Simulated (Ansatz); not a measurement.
C$_{4}$H$_{6}$F$_{2}$ (`FCC1(F)CC1`), relaxed with RKS PBE0-D4/def2-TZVP in Ansatz 0.2.0 from a PBE-D4/def2-SVP geometry. The force threshold is 0.005 eV/Å; the program also tests the step.

Charge 0, multiplicity 1.

Start:

```xyz
12

F    -1.686    1.126    0.206
C    -0.872    0.821   -0.873
C     0.262   -0.078   -0.428
F     1.068   -0.374   -1.508
C     0.918    0.086    0.907
C     0.064   -1.141    0.607
H    -0.462    1.764   -1.301
H    -1.477    0.308   -1.655
H     2.010   -0.049    0.937
H     0.513    0.850    1.589
H    -0.926   -1.219    1.082
H     0.587   -2.094    0.435
```

Q: By how much does the energy fall, and how many steps does the optimiser take? (An estimate is asked.)

A: The calculation gave: 1.26 kcal/mol, in 6 steps.

Q: Which bonds change most? (Estimate.)

A: The calculation gave: C2–H8 from 1.113 to 1.094 Å; C2–H7 from 1.113 to 1.094 Å; C6–H11 from 1.101 to 1.083 Å; C5–H10 from 1.101 to 1.083 Å.

Q: Give the relaxed structure. (Best estimate.)

A: The calculation gave: 
```xyz
12

F    -1.684    1.127    0.187
C    -0.864    0.816   -0.875
C     0.253   -0.075   -0.415
F     1.057   -0.372   -1.484
C     0.913    0.085    0.901
C     0.065   -1.133    0.603
H    -0.461    1.746   -1.287
H    -1.462    0.309   -1.639
H     1.986   -0.052    0.922
H     0.519    0.831    1.580
H    -0.904   -1.214    1.079
H     0.583   -2.068    0.429
```
